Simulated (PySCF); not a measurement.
## Which is lower?

The two ends of one reaction step of Si2H7F, singlet (PBE0-D4/def2-TZVP).

A:

| atom | x (Å) | y (Å) | z (Å) |
| --- | --- | --- | --- |
| Si1 | -0.7544 | 0.5723 | -0.5142 |
| H2 | -1.0134 | -3.3973 | -0.2558 |
| H3 | -1.3504 | 1.7633 | -1.1741 |
| H4 | -1.8203 | -0.1525 | 0.2244 |
| Si5 | 1.0103 | 1.1746 | 0.9039 |
| H6 | -0.6986 | -2.9214 | -0.7374 |
| F7 | -0.2105 | -0.4030 | -1.6714 |
| H8 | 0.4692 | 2.0622 | 1.9696 |
| H9 | 1.6112 | -0.0300 | 1.5349 |
| H10 | 2.0594 | 1.9094 | 0.1490 |

B:

```json
{"atom": "Si1", "x (Å)": "-1.2350", "y (Å)": "-0.2204", "z (Å)": "0.1142"}
{"atom": "H2", "x (Å)": "-0.9745", "y (Å)": "-1.2223", "z (Å)": "-0.9702"}
{"atom": "H3", "x (Å)": "-2.2395", "y (Å)": "0.7322", "z (Å)": "-0.4259"}
{"atom": "H4", "x (Å)": "-1.8315", "y (Å)": "-0.9758", "z (Å)": "1.2461"}
{"atom": "Si5", "x (Å)": "0.7292", "y (Å)": "0.8777", "z (Å)": "0.7614"}
{"atom": "H6", "x (Å)": "0.6422", "y (Å)": "-1.3160", "z (Å)": "-1.6283"}
{"atom": "F7", "x (Å)": "1.5407", "y (Å)": "-1.2269", "z (Å)": "-1.8367"}
{"atom": "H8", "x (Å)": "0.3830", "y (Å)": "1.8164", "z (Å)": "1.8626"}
{"atom": "H9", "x (Å)": "1.7252", "y (Å)": "-0.1061", "z (Å)": "1.2547"}
{"atom": "H10", "x (Å)": "1.2878", "y (Å)": "1.6463", "z (Å)": "-0.3781"}
```

PySCF 2.14 with density fitting (its default auxiliary sets; JK sets also for MP2 and CCSD(T)); basis: def2-TZVPP; cores frozen in the correlated methods. B3LYP uses VWN-RPA correlation.

**Question.** Which structure is lower at CCSD(T), and by how much? (Judge from chemistry; the value comes from the calculation.)

**Answer.** By the calculation: A, by 21.06 kcal/mol (electronic energy, against the other). By their contacts, A is a complex of Si₂H₅F ([F][SiH2][SiH3]) + H₂ and B is a complex of Si₂H₆ ([SiH3][SiH3]) + HF.

All methods give the same order:

| method | E(B) − E(A) (kcal/mol) |
| --- | --- |
| SPW92 | 17.03 |
| PBE-D4 | 19.35 |
| r2SCAN-D4 | 22.29 |
| PBE0-D4 | 19.43 |
| B3LYP-D4 | 22.26 |
| BHLYP-D4 | 22.84 |
| wB97M-V | 21.88 |
| HF | 24.59 |
| MP2 | 22.19 |
| CCSD | 21.24 |
| CCSD(T) | 21.06 |

T1 diagnostic: at most 0.012.

Labels in which every atom is bracketed show which atoms are joined, not bond orders.

For scale, one of the runs: CCSD(T)/def2-TZVPP, 213 basis functions, launched by `OMP_NUM_THREADS=4 python run.py`. Hardware: 4 CPU threads of an Intel Xeon, shared host. Wall time 13 min; peak host memory 2.7 GiB.
